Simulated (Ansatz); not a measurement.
**Other spins and charges of PH₂⁺, singlet at one geometry**

Geometry (PBE0/def2-TZVP stationary point for this spin, not checked as a minimum):

```json
{"atom": "P", "x (Å)": "0.0000", "y (Å)": "-0.0608", "z (Å)": "0.0000"}
{"atom": "H", "x (Å)": "0.0000", "y (Å)": "0.9346", "z (Å)": "-1.0256"}
{"atom": "H", "x (Å)": "0.0000", "y (Å)": "0.9346", "z (Å)": "1.0256"}
```

Basis cc-pVTZ; Ansatz 0.2.0. Correlated methods freeze the noble-gas cores. Prefix R: restricted or restricted open-shell reference. Active spaces: valence = (6e, 6o) chosen from the atoms' valence shells.

Gaps are energies of the second state less the first, at fixed atoms, for a selection of the levels run; each method lands on the state that its own search finds for that charge and spin.

Triplet less singlet: 1.271 eV at full CI (singlet A1, triplet B1, in C2v).

```csv
level,gap (eV),error (meV)
RHF,0.681,-590
RMP2,1.120,-151
CISD,1.168,-103
RCCSD,1.266,-5
RCCSD(T),1.271,0
BCCD(T),1.271,0
RCCSDT,1.268,-3
RCCSDT(Q),1.270,-1
CASSCF (valence space),1.232,-39
NEVPT2 (valence space),1.225,-46
MRCISD (valence space),1.277,6
MRCISD+Q (valence space),1.276,5
B3LYP,1.241,-30
wB97M-V,1.384,113
```

Full CI is exact within this basis and frozen core; it isn't the basis-set limit.
